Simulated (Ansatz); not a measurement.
Input for Ansatz (development build ahead of 0.2.0):

```yaml
crystal:
  periodic: [false, false, false]
  atoms:
    - { symbol: O, position_ang: [0.0, 0.0, 0.0] }
    - { symbol: O, position_ang: [0.0, 0.0, 2.128] }
basis:
  gaussian: { orbitals: "6-31G" }
total_charge: 1
magnetization:
  spin_polarized: true
  initial_magnetization: 1
hamiltonian:
  xc: pbe0
scf:
  omitted_lower_state_checks: [stability, starts, atomic_configurations, cluster_reference, orbital_swaps, given_window_search, neighbouring_geometries, increment]
output:
  forces: true
```

The input is written out in the form of the current development build from the run's settings.

Output:

```yaml
Converged: yes
Total_energy: -149.51894 hartree
Spin_squared_of_the_determinant: 2.736
```

Forces (eV/Å):
```json
{"atom": "O1", "Fx": "0.000", "Fy": "0.000", "Fz": "-0.024"}
{"atom": "O2", "Fx": "0.000", "Fy": "0.000", "Fz": "0.024"}
```

Caution: the unrestricted determinant is a mixture of spin states.
